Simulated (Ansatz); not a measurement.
Geometry optimisation, UKS PBE0-D4/def2-SVP (Ansatz 0.2.0).

Input:

```yaml
crystal:
  periodic: [false, false, false]
  atoms:
    - { symbol: B, position_ang: [0.0, 4.5e-05, -0.339952] }
    - { symbol: H, position_ang: [0.0, -5.0e-06, 2.055174] }
    - { symbol: F, position_ang: [1.135363, -1.8e-05, -0.985974] }
    - { symbol: F, position_ang: [-1.135363, -1.8e-05, -0.985974] }
    - { symbol: H, position_ang: [0.0, -4.0e-06, 2.776727] }
magnetization:
  spin_polarized: true
  initial_magnetization: 1
basis:
  gaussian: { orbitals: def2-SVP }
hamiltonian:
  xc: pbe0
  dispersion: d4
relax:
  f_tol: 0.03
  max_steps: 50
```

Command:

```bash
$ ansatz run input.yaml --threads 1 --pin off --max-ram 2048MiB --backend cpu --events-out ev --progress --plain --runs-dir out
```

Where does it end, and by what steps?

It converged. After 3 steps the energy has fallen by 0.069 eV; H5 moved furthest, 0.38 Å.

```csv
step,energy less start (eV),largest force component (eV/Å),accepted
0,0.0000,1.851,yes
1,-0.0618,0.045,yes
2,-0.0678,0.059,yes
3,-0.0688,0.012,yes
```

```xyz
5
Properties=species:S:1:pos:R:3
B 0.000 0.000 -0.582
H 0.000 0.000 2.395
F 1.137 0.000 -1.225
F -1.137 0.000 -1.225
H 0.000 0.000 3.157
```

Whether the end is a true minimum wasn't checked by a vibrational analysis.

The run took 13 s on 1 thread of Arm Neoverse N1, with other jobs on the host, peak memory 0.12 GiB.
